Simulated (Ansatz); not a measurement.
# CH2S: the cost of one run

Computed with Ansatz 0.2.0 (the levels named in each step, unless a step's input says otherwise).

## Step 1: The structure to begin with

Bond lengths: C1–S2 1.580 Å, C1–H3 1.092 Å, C1–H4 1.092 Å. Angles: S2–C1–H3 123.4°, S2–C1–H4 123.4°, H3–C1–H4 113.2°.

Structure file:

```xyz
4

C    -1.0375    0.1249    0.2444
S     0.4904   -0.0590   -0.1156
H    -1.6423    0.9610   -0.1114
H    -1.5945   -0.5714    0.8743
```

## Step 2: A rough first relaxation, PBE-D4/def2-SVP

File input.yaml:

```yaml
crystal:
  periodic: [false, false, false]
  atoms:
    - { symbol: C, position_ang: [-1.03751, 0.12486, 0.24442] }
    - { symbol: S, position_ang: [0.49036, -0.05901, -0.11557] }
    - { symbol: H, position_ang: [-1.6423, 0.96103, -0.11144] }
    - { symbol: H, position_ang: [-1.59446, -0.57141, 0.87427] }
magnetization:
  spin_polarized: true
  initial_magnetization: 1
total_charge: 1
basis:
  gaussian: { orbitals: def2-SVP }
hamiltonian:
  xc: pbe
  dispersion: d4
relax:
  f_tol: 0.03
  max_steps: 200
```

Started as:

```sh
$ ansatz run input.yaml --threads 2 --pin off --max-ram 5120MiB --backend cpu --events-out ev --progress --plain --runs-dir out
```

**Question.** How long does this run take on 2 threads of Intel Xeon at 2.50GHz (Skylake/Cascade Lake), shared host, and how much memory does it need?

About 9.5 s, with a peak of 0.12 GiB.
